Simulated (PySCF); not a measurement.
# BN (boron nitride): U-wB97X/def2-TZVP (preoptimised minimum)

Wanted: an optimisation with harmonic vibrations of BN (boron nitride). The job is set up through a Python script.

The results are computed with PySCF 2.14.0.

### Step 1. Starting point

BN: 2 atoms, total charge 0, spin state triplet. SMILES: `B#N`. The shape is that of a GFN2-xTB symmetrised optimisation. The run starts from this shape.

Bond lengths: B1–N2 1.268 Å.

### Step 2. An optimisation with harmonic vibrations at U-wB97X/def2-TZVP (preoptimised minimum)

run.py

```python
# boron nitride
from pyscf import gto, dft, symm
from pyscf.hessian import thermo
from pyscf.geomopt.geometric_solver import kernel as optimise

molecule = gto.Mole()
molecule.atom = 'B 0.000000 0.000000 -0.634215; N 0.000000 0.000000 0.634215'
molecule.charge = 0
molecule.spin = 2
molecule.max_memory = 1860
molecule.verbose = 3
molecule.basis = 'def2-tzvp'
molecule.build()

calc0 = dft.UKS(molecule)
calc0.xc = 'wb97x'
calc0.conv_tol = 1e-10
calc0.grids.level = 4
converged, mol_eq = optimise(calc0, maxsteps=80)
print('converged:', converged)
print(mol_eq.tostring())

calc0.reset(mol_eq)
molecule = mol_eq
calc0.kernel()
etot = calc0.e_tot
print('E(%s) = %.9f' % ('WB97X', etot))
hess = calc0.Hessian().kernel()
modes = thermo.harmonic_analysis(molecule, hess)
thermo.dump_normal_mode(molecule, modes)
symm.geom.TOLERANCE = 1e-3  # for the symmetry number
th = thermo.thermo(calc0, modes['freq_au'], 298.15, 101325)
thermo.dump_thermo(molecule, th)
```

Command:

```console
$ OMP_NUM_THREADS=1 python run.py
```

Log:

```text
maxiter                   80
----------------------------------------------------------
Custom engine selected.
Bonds will be generated from interatomic distances less than 1.20 times sum of covalent radii
6 internal coordinates being used (instead of 6 Cartesians)
Internal coordinate system (atoms numbered from 1):
Distance 1-2
Translation-X 1-2
Translation-Y 1-2
Translation-Z 1-2
Rotation-A 1-2
Rotation-B 1-2
Rotation-C 1-2
> ===== Optimization Info: ====
> Job type: Energy minimization
> Maximum number of optimization cycles: 80
> Initial / maximum trust radius (Angstrom): 0.100 / 0.300
> Convergence Criteria:
> Will converge when all 5 criteria are reached:
>  |Delta-E| < 1.00e-06
>  RMS-Grad  < 3.00e-04
>  Max-Grad  < 4.50e-04
>  RMS-Disp  < 1.20e-03
>  Max-Disp  < 1.80e-03
> === End Optimization Info ===

Geometry optimization cycle 1
Cartesian coordinates (Angstrom)
 Atom        New coordinates             dX        dY        dZ
   B   0.000000   0.000000  -0.634215    0.000000  0.000000  0.000000
   N   0.000000   0.000000   0.634215    0.000000  0.000000 -0.000000

WARN: Mole.unit (angstrom) is changed to Bohr

WARN: HOMO -0.229275148901282 >= LUMO -0.33669237979034

converged SCF energy = -79.409951873138  <S^2> = 2.0051995  2S+1 = 3.0034644
[... 6 lines left out ...]
Step    0 : Gradient = 6.237e-02/6.246e-02 (rms/max) Energy = -79.4099518731
[... 7 lines left out ...]
converged SCF energy = -79.412580379756  <S^2> = 2.0054489  2S+1 = 3.0036304
[... 14 lines left out ...]
converged SCF energy = -79.4125996081449  <S^2> = 2.0054696  2S+1 = 3.0036442
[... 14 lines left out ...]
converged SCF energy = -79.4125997149843  <S^2> = 2.0054737  2S+1 = 3.0036469
[... 8 lines left out ...]
Converged! =D
[... 1 line left out ...]
converged: True
B           0.00000000       -0.00000000       -0.66714428
N          -0.00000000       -0.00000000        0.64880493

WARN: HOMO -0.224994537028898 >= LUMO -0.321101906726312

converged SCF energy = -79.4125985261603  <S^2> = 2.0054733  2S+1 = 3.0036466
E(WB97X) = -79.412598526
Mode                                 0
Irrep
Freq [cm^-1]                     1614.5005
Reduced mass [au]                  12.0034
Force const [Dyne/A]               18.4344
Char temp [K]                    2322.9068
Normal mode                   x     y     z
       0   B                 0.00  0.00 -0.23
       1   N                -0.00 -0.00  0.18
temperature 298.1500 [K]
pressure 101325.00 [Pa]
Rotational constants [GHz] inf 47.83187 47.83187
Symmetry number 1
Zero-point energy (ZPE) 0.00368 [Eh]   9656.858 [J/mol]
                           tot       elec      trans        rot        vib
Entropy [J/mol/K]       206.741      9.134    148.799     48.778      0.030
Cv [J/mol/K]             20.995      0.000     12.472      8.314      0.209
Cp [J/mol/K]             29.309      0.000     20.786      8.314      0.209
Internal energy [J/mol]                      3718.434   2478.956   9664.845
Internal energy [Eh]   -79.40656  -79.41260
Enthalpy [J/mol]                             6197.391   2478.956   9664.845
Enthalpy [Eh]          -79.40561
Gibbs free energy [J/mol]                  -38167.036 -12064.128   9655.833
Gibbs free energy [Eh] -79.42909
```

Wall time 74 s (1 thread of Arm Neoverse V1, shared host); peak memory 0.9 GiB.

### Step 3. Outcome

At U-wB97X/def2-TZVP (preoptimised minimum):

| quantity | value |
| --- | --- |
| total energy | -79.41260 Eh |
| dipole moment | 2.18 D |
| HOMO energy (highest over α and β) | -11.12 eV |
| LUMO energy (lowest over α and β) | -2.83 eV |
| ⟨S²⟩ | 2.005 |
| harmonic wavenumber | 1614 cm⁻¹ |
| zero-point energy | 9.7 kJ/mol |
| ideal-gas entropy at 298.15 K (symmetry number 1 as used) | 49.4 cal/(mol K) |

At the final geometry: Bond lengths: B1–N2 1.316 Å. The one mode is real, so the shape is a minimum at this level.
